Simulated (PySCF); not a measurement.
**Nitrogen: a sound run and one with changed settings**

Sound run: N [He] 2s2 2p3, N⁺ [He] 2s2 2p2. All numbers are calculated (PySCF 2.14, scalar relativity by spin-free X2C-1e, in x2c-SVPall (3s2p1d, 14 functions)). In the sound run the correlated levels freeze 1s2. The sound run starts from symmetry-adapted Hartree-Fock orbitals and uses a fine grid where one is needed.

Changed run: initial guess 1e, at most 8 SCF cycles. This setting is unsound on purpose.

```json
{"species": "N", "method": "UHF", "sound run (hartree)": "-54.36545", "changed run (hartree)": "-54.36545", "converged": "yes"}
{"species": "N", "method": "B3LYP", "sound run (hartree)": "-54.56738", "changed run (hartree)": "-54.56738", "converged": "yes"}
{"species": "N", "method": "r2SCAN", "sound run (hartree)": "-54.54481", "changed run (hartree)": "-54.54481", "converged": "yes"}
{"species": "N", "method": "MP2", "sound run (hartree)": "-54.43508", "changed run (hartree)": "-54.43508", "converged": "yes"}
{"species": "N", "method": "CCSD(T)", "sound run (hartree)": "-54.45068", "changed run (hartree)": "-54.45068", "converged": "yes"}
{"species": "N⁺", "method": "UHF", "sound run (hartree)": "-53.84987", "changed run (hartree)": "-53.84987", "converged": "yes"}
{"species": "N⁺", "method": "B3LYP", "sound run (hartree)": "-54.02837", "changed run (hartree)": "-54.02837", "converged": "yes"}
{"species": "N⁺", "method": "r2SCAN", "sound run (hartree)": "-53.99865", "changed run (hartree)": "-53.99865", "converged": "yes"}
{"species": "N⁺", "method": "MP2", "sound run (hartree)": "-53.90413", "changed run (hartree)": "-53.90413", "converged": "yes"}
{"species": "N⁺", "method": "CCSD(T)", "sound run (hartree)": "-53.92629", "changed run (hartree)": "-53.92629", "converged": "yes"}
```

Ionisation energy of N:

```tsv
method	sound run (eV)	changed run (eV)
UHF	14.030	14.030
B3LYP	14.667	14.667
r2SCAN	14.862	14.862
MP2	14.448	14.448
SCS-MP2	14.237	14.237
CCSD	14.273	14.273
CCSD(T)	14.269	14.269
```

Here the setting changes nothing at the digits shown.

For comparison, NIST gives 14.534 eV between the lowest levels.
